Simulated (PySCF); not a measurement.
C2H3F.
SMILES with atom numbers: `[CH2:1]=[CH:2][F:3]` (hydrogens: H4, H5 on C1; H6 on C2)

Geometry (PBE0-D3(BJ)/def2-TZVP, Å), atoms numbered from 1 in this order:
```
atom  x, y, z in Å
C1     0.3046    0.2715   -0.5782
C2    -0.2736   -0.3056    0.4541
F3    -0.3750    0.2935    1.6440
H4     0.3582   -0.2599   -1.5178
H5     0.7272    1.2654   -0.5075
H6    -0.7175   -1.2949    0.4591
```

Level: wB97X-D/pcSseg-2 in PySCF, non-relativistic, on one gas-phase PBE0-D3(BJ)/def2-TZVP geometry that isn't relaxed in the solvent. The solvent is an IEF-PCM continuum (Bondi radii, 1.10 Å for H, scaled by 1.2). Specific hydrogen bonds and non-electrostatic terms are outside this model.

Gas phase at wB97X-D/pcSseg-2: HOMO -9.67 eV, LUMO 2.03 eV, dipole 1.40 D.

Q: What does the continuum do to the energy, the frontier levels and the dipole at wB97X-D/pcSseg-2 in chloroform?

A: 
```tsv
solvent	ε	E(solvent) − E(gas) (kJ/mol)	polarisation term (kJ/mol)	distortion of the solute (kJ/mol)	HOMO (eV)	LUMO (eV)	dipole (D)
chloroform	4.711	-7.06	-7.69	0.63	-9.60	2.12	1.62
```

The polarisation term is half the interaction of the solute with the surface charges that it induces; the rest is the cost of distorting the solute's density. The sum is the electrostatic part of solvation alone.

Q: Which radius a makes the point-dipole formula ΔE = −[(ε − 1)/(2ε + 1)]·μ²/a³ give the value in chloroform, with the gas-phase dipole?

A: μ = 0.550 au and |ΔE| = 0.00269 Eh give a = 1.81 Å; the farthest nucleus lies 1.72 Å from the centroid of the nuclei. The formula assumes a rigid point dipole at the centre of a sphere.

Q: Give the dipole vector in the frame of the coordinates (D, pointing from negative to positive charge), gas and chloroform.

A: Gas (0.05, -0.72, -1.20), solvent (0.06, -0.82, -1.39). Its length changes by +16 % and its direction by less than 1°.

wB97X-D is run here without its empirical dispersion term; that term would change no orbital, density or response property at a fixed geometry.
